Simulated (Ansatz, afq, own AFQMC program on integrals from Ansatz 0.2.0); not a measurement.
## Al2H2, triplet → Al₂H₂, singlet

```yaml
atoms:
  - { symbol: Al, position_ang: [0.0000, 0.0000, 1.1500] }
  - { symbol: Al, position_ang: [0.0000, 0.0000, -1.1500] }
  - { symbol: H, position_ang: [0.0000, 0.0000, 2.7245] }
  - { symbol: H, position_ang: [0.0000, 0.0000, -2.7245] }
```

Connectivity, by distances: AlH–AlH.

E(singlet, charge +0) − E(triplet, charge +0) at this geometry, on UHF and RHF determinants.

Basis 6-31G. Noble-gas cores (and the filled d shells of Ga–Kr and In–Xe) are frozen. Ansatz 0.2.0 and our own AFQMC program on the same integrals; the CISD trial comes from CCSD amplitudes, and released means the phaseless constraint is let go. Error bars are statistical, one sigma. The errors of all members are added in quadrature.

Full CI on the same integrals is exact in this basis and with this determinant's frozen core.

Errors are counted within 6-31G, not against nature.

Cautions: Al₂H₂ (singlet): another spin lies lower, restricted determinant unstable towards unrestricted (UHF 602 meV lower, ⟨S²⟩ 1.00), the CCSDT(Q) amplitudes may be one of several solutions (largest double 0.77), the CCSDTQ amplitudes may be one of several solutions (largest double 0.96), the released energy hasn't reached full CI (72 meV above it at 2.40 1/Eh), so no released level is given (meV from the phaseless value at times in 1/Eh: -1.4 ± 2.0 at 0.24, -2.3 ± 1.7 at 0.51, -5.9 ± 1.9 at 0.99, -10.3 ± 1.3 at 1.62, -10.0 ± 1.5 at 2.40), the determinant fills πx and πy unequally, so it mixes two states of the linear molecule, and each level undoes that mixture to a different degree, while full CI gives the lower state, its ph-AFQMC/CISD value lies 82.0 ± 1.9 meV above full CI.

Reference (full CI): 0.560 eV.

```json
{"level": "HF", "vertical spin gap (eV)": "0.994", "error against FCI (eV)": "0.433"}
{"level": "MP2", "vertical spin gap (eV)": "0.761", "error against FCI (eV)": "0.200"}
{"level": "CCSD", "vertical spin gap (eV)": "0.634", "error against FCI (eV)": "0.073"}
{"level": "CCSD(T)", "vertical spin gap (eV)": "0.621", "error against FCI (eV)": "0.061"}
{"level": "CCSDT", "vertical spin gap (eV)": "0.580", "error against FCI (eV)": "0.020"}
{"level": "CCSDT(Q)", "vertical spin gap (eV)": "0.560", "error against FCI (eV)": "0.000"}
{"level": "CCSDTQ", "vertical spin gap (eV)": "0.561", "error against FCI (eV)": "0.001"}
{"level": "ph-AFQMC/CISD", "vertical spin gap (eV)": "0.636 ± 0.003", "error against FCI (eV)": "0.076 ± 0.003"}
```

Correlation beyond CCSD(T) takes off 0.061 eV. The perturbative (T) step is worth −0.012 eV. Where a determinant mixes two states, these steps and errors hold in part the undoing of that mixture, and only full CI is sure.

CCSDT and higher add their correlation energy to the determinant of the CCSD(T) run, since their own runs factorise the integrals more tightly (a shift of under 2 meV).
